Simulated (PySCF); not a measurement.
# Worked example for hydrogen peroxide: proton affinity at atom O1

Structure: `OO` (H2O2). Non-hydrogen atoms are numbered in `[OH:1][OH:2]`.

Energies: ωB97X-D3(BJ)/def2-TZVP (PySCF, density fitting, integration grid level 2) on PBE0-D3(BJ)/def2-SVP structures. Zero-point and thermal terms (298.15 K, 1 bar) come from unscaled PBE0-D3(BJ)/def2-SVP harmonic frequencies, with soft modes damped to free rotors in the entropy.

Step: `O[OH2+]` → `OO` + H⁺.

| species | charge | multiplicity | E / Eh |
| --- | --- | --- | --- |
| `O[OH2+]` | 1 | 1 | -151.905214 |
| `OO` | 0 | 1 | -151.637499 |

Thermal terms, products less reactant: Δ(H − E) = -27.49 kJ/mol, Δ(G − E) = -57.56 kJ/mol (the bare proton has no electronic energy, H = 5/2 RT). 1 Eh = 2625.50 kJ/mol.

**Question.** What are ΔE, ΔH and ΔG of this step?

**Answer.** ΔE = 0.267715 Eh = 702.89 kJ/mol; ΔH = 675.4 kJ/mol; ΔG = 645.3 kJ/mol, all in the gas phase at 298.15 K and 1 bar. The digits show the arithmetic; the method itself can be off by 10 kJ/mol or more. The Active Thermochemical Tables (1.112) give ΔH = 666.2 kJ/mol.
